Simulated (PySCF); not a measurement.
Static response to an electric field

Succinonitrile, C4H4N2.
Geometry (GFN2-xTB, Å), atoms numbered from 1 in this order:
```xyz
10
C4H4N2 angstrom
N     -2.8964   -0.3955   -0.2204
C     -1.8478    0.0481   -0.1302
C     -0.5108    0.5761   -0.0182
C      0.5122   -0.5745    0.0146
C      1.8495   -0.0471    0.1247
N      2.8991    0.3943    0.2136
H     -0.3179    1.2314   -0.8731
H     -0.4416    1.1718    0.8970
H      0.3206   -1.2295    0.8700
H      0.4419   -1.1704   -0.9004
```

Level: PBE0/def2-SVPD (PySCF), static field, nuclei fixed, core orbitals frozen in the response. The polarisability tensor in these axes (au):

```
x   74.63  7.57  2.69
y    7.57 45.09  0.70
z    2.69  0.70 40.37
```

Q: Diagonalise the tensor; give its mean and Δα, where Δα² is half the sum of the squared differences of the eigenvalues.

A: Principal values 40.16, 43.27 and 76.67 au; mean 53.37 au = 7.91 Å³ = 8.80 × 10⁻⁴⁰ C²·m²/J; Δα = 35.06 au (66 % of the mean).

Q: What is the dipole moment?

A: 0.01 D; point group C2h allows none, and the residue is numerical.

Q: What are the principal values of the traceless quadrupole moment, Θ = ½Σq(3rr − r²1), about the centre of nuclear charge?

A: -29.65, 14.08, 15.57 D·Å. The electronic extent ⟨r²⟩ about the same centre is 731 bohr², a root-mean-square distance of 2.21 Å for the 42 electrons.

Q: What depolarisation ratio follows for Rayleigh scattering of linearly polarised light, taking the static tensor?

A: ρ = 3Δα²/(45ᾱ² + 4Δα²) = 3688.1/(128158 + 4917.5) = 0.0277.

Q: Give the principal axes and the span of the nuclei along them.

A: Largest value along (0.97, 0.23, 0.08), where the nuclei span 5.84 Å; middle along (-0.24, 0.97, 0.02), 2.51 Å; least along (-0.07, -0.03, 1.00), 1.78 Å. The response follows the extents in order.

Q: Find the Langevin capture rate constant for NH4+ (18.034 u) meeting this molecule (80.037 u), k = 2.342 × 10⁻⁹ cm³/s × √(α in Å³ / reduced mass in u).

A: The reduced mass is 14.72 u, so k = 1.72 × 10⁻⁹ cm³/s.

One conformer (not necessarily the lowest) at the GFN2-xTB geometry, without solvent, vibrations or thermal averaging.
